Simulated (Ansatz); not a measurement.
Process, species as SMILES: F[B]F → B atom + 2 F atom
B3LYP-D3(BJ)/def2-TZVP geometries, fixed; electronic energies without zero-point terms.
Largest species:
```
B
F 1 1.3102
F 1 1.3102 2 121.32
```
Charge 0, spin multiplicity 2.

Basis-set convergence of the atomisation energy at PBE0 with Ansatz (a first-principles code). Cartesian d functions, on some or all atoms, in 6-31G**; all else is spherical. The program fits the integrals of some runs and decomposes those of others, by size. Open shells are unrestricted. No added dispersion term, no relativity. Functions are those of the species that has most. Reference: the value in aug-pcseg-3, 298.98 kcal/mol, itself unsure by roughly 0.32 kcal/mol (its mean distance from aug-cc-pVQZ, cc-pV5Z, def2-QZVPPD). Deviations are taken from unrounded values.

| basis | functions | atomisation energy (kcal/mol) | minus reference (kcal/mol) |
|---|---|---|---|
| 3-21G | 27 | 289.45 | -9.54 |
| 6-31G | 27 | 266.47 | -32.51 |
| pcseg-0 | 27 | 279.84 | -19.14 |
| def2-SVP | 42 | 303.06 | 4.08 |
| 6-31G** | 45 | 300.21 | 1.23 |
| 6-311G** | 54 | 292.26 | -6.72 |
| 6-311+G** | 66 | 289.59 | -9.39 |
| def2-SVPD | 66 | 298.17 | -0.82 |
| aug-cc-pVDZ | 69 | 286.35 | -12.63 |
| jun-cc-pV(T+d)Z | 117 | 297.56 | -1.42 |
| aug-pcseg-2 | 138 | 299.18 | 0.19 |
| def2-QZVPPD | 195 | 298.45 | -0.54 |
| cc-pV5Z | 273 | 298.79 | -0.20 |

The smallest set listed that lies within 2 kcal/mol of the reference with all its larger relatives (same family, alike in diffuse functions; a set with none counts only in the reference's own line) is def2-SVPD (66 functions, -0.82 kcal/mol off). Inside the window by cancellation, since a larger relative falls out: 6-31G**. Inside, with no larger relative to test it: cc-pV5Z. (Relatives not listed, tested too: def2-TZVPD -1.32, def2-TZVPPD -1.32, aug-cc-pVTZ -1.16, aug-cc-pVQZ -0.23, aug-pcseg-3 0.00 kcal/mol.)
